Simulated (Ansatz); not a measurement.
**Ladder of methods for the lattice parameter a of zinc-blende InSb**

Reference value: 6.468 Å (measured, static lattice: zero-point anharmonic expansion removed; as tabulated in Mejia-Rodriguez and Trickey (2018), arXiv:1807.09216).

Q: Which of these levels comes closest to the reference?
A. PBE (Ansatz, a quantum-chemistry and plane-wave program)
B. PBE-D4 (Ansatz)
C. r²SCAN-D4 (Ansatz)
D. LDA (Ansatz)

A: D, LDA (Ansatz)

| level (code) | value (Å) | error (%) |
|---|---|---|
| LDA (Ansatz) | 6.450 | -0.28 |
| PBE (Ansatz) | 6.635 | +2.58 |
| PBE-D4 (Ansatz) | 6.539 | +1.10 |
| r²SCAN-D4 (Ansatz) | 6.532 | +0.99 |

Closest of the ranked levels: LDA (-0.28 %). Farthest off among them: PBE (+2.58 %). Within 2 %: LDA, PBE-D4, r²SCAN-D4.

Cutoffs differ between the levels. Ansatz's density-functional and Hartree–Fock values are scalar-relativistic unless marked +SOC, with PAW data made under PBE.

Differences are worked out from the printed values.
